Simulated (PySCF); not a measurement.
## SMILES FC(C#C)(F)F, C3HF3

Molfile (atoms numbered from 1):
```
C3HF3
     RDKit          3D

  7  6  0  0  0  0  0  0  0  0999 V2000
    1.7471   -0.1376    0.0138 C   0  0  0  0  0  0  0  0  0  0  0  0
    0.5548   -0.0434    0.0019 C   0  0  0  0  0  0  0  0  0  0  0  0
   -0.8985    0.0718   -0.0129 C   0  0  0  0  0  0  0  0  0  0  0  0
   -1.4467   -0.6295   -1.0164 F   0  0  0  0  0  0  0  0  0  0  0  0
   -1.4489   -0.3792    1.1240 F   0  0  0  0  0  0  0  0  0  0  0  0
   -1.2990    1.3434   -0.1618 F   0  0  0  0  0  0  0  0  0  0  0  0
    2.7946   -0.2205    0.0243 H   0  0  0  0  0  0  0  0  0  0  0  0
  1  2  3  0
  2  3  1  0
  3  4  1  0
  3  5  1  0
  3  6  1  0
  1  7  1  0
M  END
```

Method used: PySCF, quadratic response wB97X-D/def2-SVPD first hyperpolarisability, Taylor convention, gas phase. Geometry: GFN2-xTB.

Problem. Give the tensor of the second harmonic β(−2ω;ω,ω) at 1064 nm in the axes of these coordinates.

Solution. In au, Taylor convention; rows are the first index (the induced dipole):
```tsv
	xx	yy	zz	xy	xz	yz
x	-39.1	-25.9	-27.3	-1.1	+0.1	-0.1
y	-1.0	+12.6	-4.2	-25.6	-0.1	-2.6
z	+0.1	-2.6	+1.5	-0.1	-26.9	-4.3
```
Norm of βᵢ = ⅓ Σⱼ (βᵢⱼⱼ + βⱼᵢⱼ + βⱼⱼᵢ): 92.1 au, hyper-Rayleigh value 34.9 au.
